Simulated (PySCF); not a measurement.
How close CCSD(T) comes to the exact answer in a basis

Each species is computed at the geometry given (Å), with frozen cores, in PySCF 2.14.0: RHF-CCSD(T) for singlets, UHF-CCSD(T) otherwise, and full CI in the same basis. The script picks the determinant by a search with trial CCSD, so it needn't be the lowest Hartree–Fock solution. States: AsH2⁺ singlet A', CS singlet Σ⁺, Al–CH2⁺ quintet A2, HAlB doublet A'. Cases whose determinant has another symmetry than full CI's state, or lies over 0.5 eV above the lowest of its kind, whose (Q) step broke down or whose higher cluster runs on it stay over 0.1 eV above full CI weren't drawn. No relativity is included.

Q: Judging by size, spin and bonding and the diagnostics given, rank them by the size of CCSD(T)'s error in total energy against full CI in the same basis, smallest first (an estimate).
A. HAlB, doublet, 6-31G: B 0.000 -0.203 2.080; Al 0.000 0.122 -0.765; H 0.000 -1.078 -1.826. T1 0.087, (T) -76 meV in a correlation energy of -2.72 eV
B. CS, singlet, 6-31G: C 0.000 0.000 0.000; S 0.000 0.000 1.545. T1 0.031, (T) -244 meV in a correlation energy of -4.42 eV
C. Al–CH2⁺, quintet, 6-31G: Al 0.000 0.000 0.695; C 0.000 0.000 -1.253; H 0.000 0.916 -1.839; H 0.000 -0.916 -1.839. T1 0.010, (T) -26 meV in a correlation energy of -2.09 eV
D. AsH2⁺, singlet, cc-pVDZ: As 0.000 -0.028 0.000; H 0.000 1.045 -1.091; H 0.000 1.045 1.091. T1 0.012, (T) -58 meV in a correlation energy of -3.21 eV

A: C (8.6 meV), D (16.8 meV), B (35.2 meV), A (58.2 meV).

```
         species    basis  correlated electrons  CCSD(T) − full CI (meV)  CCSDT(Q) − full CI (meV)  unpaired electrons (full CI)     T1  ⟨S²⟩ of the determinant
Al–CH2⁺, quintet    6-31G                     8                      8.6                         –                          4.01  0.010                     6.01
  AsH2⁺, singlet  cc-pVDZ                     6                     16.8                       0.7                          0.06  0.012                     0.00
     CS, singlet    6-31G                    10                     35.2                       3.8                          0.12  0.031                     0.00
   HAlB, doublet    6-31G                     7                     58.2                         –                          1.22  0.087                     0.79
```

Unpaired electrons are Σ n²(2−n)² over natural occupations; an open shell counts its own unpaired electrons too. Frozen cores follow each run's orbitals, which moves totals by a few meV. RHF is unstable for AsH2⁺, singlet in cc-pVDZ: UHF reaches ⟨S²⟩ = 0.24. A dash: (Q) wasn't run for open shells.
